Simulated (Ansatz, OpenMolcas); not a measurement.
**Heat of formation of C3H6O (allyl alcohol) from total energies**

C3H6O has 10 atoms, charge 0, and is taken as a singlet. As SMILES, `C=CCO`. The shape is that of a PBE0-D4/def2-TZVP optimisation. This is one conformer, not always the lowest.

Total energies at PBE0/cc-pVDZ (OpenMolcas 26.06); the atoms run unrestricted:

```
species    state  energy (Eh)
  C3H6O  singlet  -192.898298
      C  triplet   -37.799013
      O  triplet   -74.993042
      H  doublet    -0.500290
```

Harmonic wavenumbers at PBE0-D4/def2-TZVP, in cm⁻¹: 120, 335, 346, 449, 673, 928, 948, 970, 1037, 1087, 1154, 1229, 1310, 1352, 1408, 1453, 1494, 1724, 3012, 3083, 3147, 3161, 3238, 3853.

Measured heats of formation of the gaseous atoms at 298.15 K, in kJ/mol: C 716.9, O 249.2, H 218.0. Spin-orbit lowering of the atoms at 298 K (mean of the ground term's levels less their thermal mean, from spectra), in kJ/mol: C 0.02, O 0.40. Take 1 Eh = 2625.50 kJ/mol, 1 cm⁻¹ = 0.0119627 kJ/mol, RT = 2.479 kJ/mol.

Task: What heat of formation follows?

Result: 
1. Electronic atomisation energy: 3 × (-37.799013) + (-74.993042) + 6 × (-0.500290) − (-192.898298) = 1.506477 Eh = 3955.3 kJ/mol.
2. Zero-point energy: half the sum of the wavenumbers, 18755.5 cm⁻¹ = 224.4 kJ/mol.
3. Thermal vibrational enthalpy, Σ hcν̃/(exp(hcν̃/kT) − 1): 5.5 kJ/mol. Translation, rotation and pV of a non-linear molecule: 4 RT = 9.9 kJ/mol.
4. The 10 free atoms carry 5/2 RT each: 62.0 kJ/mol.
5. Spin-orbit coupling lowers the free atoms by 3 × 0.02 + 0.40 = 0.5 kJ/mol.
6. Atomisation enthalpy at 298 K: 3955.3 − 0.5 − 224.4 − 5.5 − 9.9 + 62.0 = 3777.0 kJ/mol.
7. Sum of the atoms' heats of formation: 3707.9 kJ/mol. Heat of formation: 3707.9 − 3777.0 = -69.1 kJ/mol.

The tabulated value is -124.5 kJ/mol (CRC Handbook of Chemistry and Physics), so this level is off by +55.4 kJ/mol, or 1.4 % of the atomisation enthalpy. Anharmonicity and any spin-orbit splitting of the molecule are left out.
